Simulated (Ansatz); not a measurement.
Geometry optimisation, Ansatz, RKS B3LYP-D4/def2-SVP.

Input:

```yaml
crystal:
  periodic: [false, false, false]
  atoms:
    - { symbol: Si, position_ang: [0.0, 0.0, 0.0] }
    - { symbol: O, position_ang: [0.0, 0.0, 1.68] }
    - { symbol: H, position_ang: [-0.9095, -0.2814, 2.0171] }
    - { symbol: H, position_ang: [1.3768, 0.0, -0.4862] }
    - { symbol: H, position_ang: [-0.6877, 1.1914, -0.4862] }
    - { symbol: H, position_ang: [-0.6877, -1.1914, -0.4862] }
basis:
  gaussian: { orbitals: def2-SVP }
hamiltonian:
  xc: b3lyp
  dispersion: d4
relax:
  f_tol: 0.02
  max_steps: 40
```

Command:

```bash
$ ansatz run input.yaml --threads 1 --pin off --max-ram 2048MiB --backend cpu --events-out ev --progress --plain --runs-dir out
```

Question: Where does it end, and by what steps?

Answer: The forces met the threshold. After 5 steps the energy has fallen by 0.109 eV; H3 moved furthest, 0.18 Å.

```json
{"step": "0", "energy less start (eV)": "0.0000", "largest force component (eV/Å)": "1.811", "accepted": "yes"}
{"step": "1", "energy less start (eV)": "-0.0860", "largest force component (eV/Å)": "0.697", "accepted": "yes"}
{"step": "2", "energy less start (eV)": "-0.1001", "largest force component (eV/Å)": "0.305", "accepted": "yes"}
{"step": "3", "energy less start (eV)": "-0.1083", "largest force component (eV/Å)": "0.104", "accepted": "yes"}
{"step": "4", "energy less start (eV)": "-0.1092", "largest force component (eV/Å)": "0.074", "accepted": "yes"}
{"step": "5", "energy less start (eV)": "-0.1095", "largest force component (eV/Å)": "0.002", "accepted": "yes"}
```

```xyz
6
Properties=species:S:1:pos:R:3
Si -0.023 -0.026 -0.002
O -0.008 -0.104 1.666
H -0.860 -0.145 2.115
H 1.400 0.021 -0.427
H -0.732 1.192 -0.501
H -0.686 -1.220 -0.613
```

Whether the end is a true minimum wasn't checked by a vibrational analysis.

Run time: 6.3 s on 1 thread of Arm Neoverse V2 (shared host), peak memory 0.1 GiB.
